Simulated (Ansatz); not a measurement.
Predict the output of the script below (Ansatz 0.2.0, Python API).

Script `run_freq.py`:
```python
"""Vibrations of C3H3FS."""

import ansatz as az
import numpy as np
from rdkit import Chem
from rdkit.Chem import AllChem

BASIS_SET = "def2-SVP"
XC = "pbe0"
DISPERSION = "d4"

# a force-field geometry from the SMILES
rd = Chem.AddHs(Chem.MolFromSmiles("FCC1=CS1"))
AllChem.EmbedMolecule(rd, randomSeed=787)
AllChem.UFFOptimizeMolecule(rd)
geometry = az.Crystal.molecule()
for atom, xyz in zip(rd.GetAtoms(), rd.GetConformer().GetPositions()):
    geometry = geometry.atom(atom.GetSymbol(), xyz.round(5).tolist())

model = geometry.calculation()
model = model.basis(gaussian=BASIS_SET).functional(XC, dispersion=DISPERSION)
symbols = [site.symbol for site in geometry.cartesian_sites]
start = np.array([site.position_ang for site in geometry.cartesian_sites], dtype=float)
def progress(event):
    if event["event"] == "relax_step":
        row = event["data"]
        print(f"step {row['step']:3d}  E = {row['lagrangian_ev']:.6f} eV  max force {row['allowed_force_max_ev_ang']:.4f} eV/A")


report = model.relax(force_tolerance=0.003).session().plan().execute(on_event=progress).report
end = np.array(report["positions_ang"])

print("bond        before    after (A)")
for i, j in [(0, 1), (1, 2), (1, 5), (1, 6), (2, 3), (2, 4), (3, 4), (3, 7)]:
    d0, d1 = (np.linalg.norm(xyz[i] - xyz[j]) for xyz in (start, end))
    print(f"{symbols[i]}{i}-{symbols[j]}{j}".ljust(10), f"{d0:8.4f} {d1:8.4f}")

# same settings at the minimum
minimum = az.Crystal.molecule()
for symbol, xyz in zip(symbols, end):
    minimum = minimum.atom(symbol, xyz.tolist())
vibrating = (
    minimum.calculation()
    .basis(gaussian=BASIS_SET)
    .functional(XC, dispersion=DISPERSION)
    .phonons(temperatures=(100, 500, 100))
)
vib = vibrating.run().report["vibrations"]
sums = vib["harmonic_sums"]
modes = [m["omega_inv_cm"] for m in sums["modes_at_gamma"] if m["rigid_motion"] == "no"]
print("frequencies (1/cm):", " ".join(f"{w:.0f}" for w in modes))
print("imaginary modes:", sum(w < 0 for w in modes), " zero-point energy:", round(sums["zero_point_energy_ev"], 4), "eV")
print("T (K)   F_vib (eV)   S_vib (meV/K)   C_vib (meV/K)")
for row in zip(sums["temperatures_k"], sums["vibrational_free_energy_ev"], vib["entropy_ev_per_k"], vib["heat_capacity_ev_per_k"]):
    print(f"{row[0]:6.1f} {row[1]:11.4f} {1000 * row[2]:13.4f} {1000 * row[3]:15.4f}")
```

```console
$ python run_freq.py
step   1  E = -16689.758333 eV  max force 7.6194 eV/A
step   2  E = -16690.937505 eV  max force 3.4294 eV/A
step   3  E = -16691.164131 eV  max force 1.6841 eV/A
step   4  E = -16691.181008 eV  max force 1.4740 eV/A
step   5  E = -16691.209419 eV  max force 0.0984 eV/A
step   6  E = -16691.212160 eV  max force 0.1013 eV/A
step   7  E = -16691.212655 eV  max force 0.0282 eV/A
step   8  E = -16691.212786 eV  max force 0.0157 eV/A
step   9  E = -16691.212839 eV  max force 0.0150 eV/A
step  10  E = -16691.212851 eV  max force 0.0035 eV/A
step  11  E = -16691.212852 eV  max force 0.0009 eV/A
bond        before    after (A)
F0-C1        1.3816   1.3652
C1-C2        1.4891   1.4689
C1-H5        1.1093   1.1052
C1-H6        1.1094   1.1037
C2-C3        1.4652   1.2843
C2-S4        1.6871   1.8529
C3-S4        1.6862   1.8338
C3-H7        1.0843   1.0864
frequencies (1/cm): 86 154 263 452 533 700 732 928 989 1027 1134 1261 1396 1460 1915 3049 3114 3325
imaginary modes: 0  zero-point energy: 1.3959 eV
T (K)   F_vib (eV)   S_vib (meV/K)   C_vib (meV/K)
 100.0      1.3918        0.1171          0.1718
 200.0      1.3716        0.2855          0.3339
 300.0      1.3347        0.4531          0.5045
 400.0      1.2810        0.6203          0.6615
 500.0      1.2108        0.7825          0.7919
```

Reading the output:
- The settings weren't tested for convergence.
- The frequencies are harmonic and unscaled, in a modest basis. The result belongs to the one conformer reached from this start, and soft torsions count as harmonic oscillators.
- Wall time of the script: 2.8 min on 1 thread of Arm Neoverse V1, on a shared host, peak memory 0.31 GiB.

(A comment or docstring line of the script was reworded after the run, the code is as it ran; lines on the test bed's own set-up are left out of the output.)
